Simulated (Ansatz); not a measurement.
```yaml
crystal:
  periodic: [false, false, false]
  atoms:
    - {symbol: O, position_ang: [-1.370828, 0.201299, -1.193391]}
    - {symbol: B, position_ang: [-0.317214, 0.639015, -0.470807]}
    - {symbol: Si, position_ang: [0.674406, -0.657886, 0.730444]}
    - {symbol: H, position_ang: [-1.778939, 0.884435, -1.733917]}
    - {symbol: H, position_ang: [0.014047, 1.795743, -0.555767]}
    - {symbol: H, position_ang: [0.641925, -0.162223, 2.137042]}
    - {symbol: H, position_ang: [2.108697, -0.718711, 0.324967]}
    - {symbol: H, position_ang: [0.120006, -2.038872, 0.705628]}
basis:
  gaussian: {orbitals: def2-SVPD, fitting: {mean_field: cc-pVTZ-jkfit}}
hamiltonian: {xc: {name: wB97X-V}}
output: {forces: true}
```

```sh
$ ansatz run in.yaml --threads 2 --pin off --events-out ev --progress --plain --max-ram 4352MiB
```

It prints (some lines left out):

```
Functional definition: wB97X-V
429 factors; integrals over basis functions are off by at most 1.3e-1 eV
429 factors; integrals over basis functions are off by at most 7.6e-5 eV
mean field evaluation 1: about -10673.6458 eV, gradient 4.0e1 eV
mean field evaluation 2: about -10673.0650 eV, gradient 4.6e1 eV
mean field evaluation 4: about -10676.5389 eV, gradient 6.9e-1 eV
mean field evaluation 8: about -10676.5433 eV, gradient 5.6e-3 eV
mean field -10676.54325339 eV, -392.3557277412 hartree, gradient 1.1e-5 eV, S^2 0.000000; 0 other end points of the search recorded, 0 dependent functions left out
reference -10676.54325118 eV, -392.3557276598 hartree; 16, 16 occupied and 91, 91 virtual orbitals, 429 factors
Total energy: -10676.54325118 eV, -392.3557276598 hartree
Atom 0 at    -1.370828     0.201299    -1.193391 Å, force    -0.236444    -0.110880    -0.156775 eV/Å
Atom 1 at    -0.317214     0.639015    -0.470807 Å, force     0.200540    -0.078485     0.183287 eV/Å
Atom 2 at     0.674406    -0.657886     0.730444 Å, force     0.031496    -0.022446     0.033435 eV/Å
Atom 3 at    -1.778939     0.884435    -1.733917 Å, force    -0.074066     0.040417    -0.072722 eV/Å
Atom 4 at     0.014047     1.795743    -0.555767 Å, force     0.033970     0.238970    -0.044118 eV/Å
Atom 5 at     0.641925    -0.162223     2.137042 Å, force    -0.002286     0.025286     0.090593 eV/Å
Atom 6 at     2.108697    -0.718711     0.324967 Å, force     0.090305    -0.009447    -0.024195 eV/Å
Atom 7 at     0.120006    -2.038872     0.705628 Å, force    -0.043514    -0.083413    -0.009504 eV/Å
Dipole moment:    -0.184498     0.305203    -0.243006 e Å
```

Run time 4.6 s (2 threads of an Arm Neoverse V1 on a shared host); peak host memory 0.34 GiB.
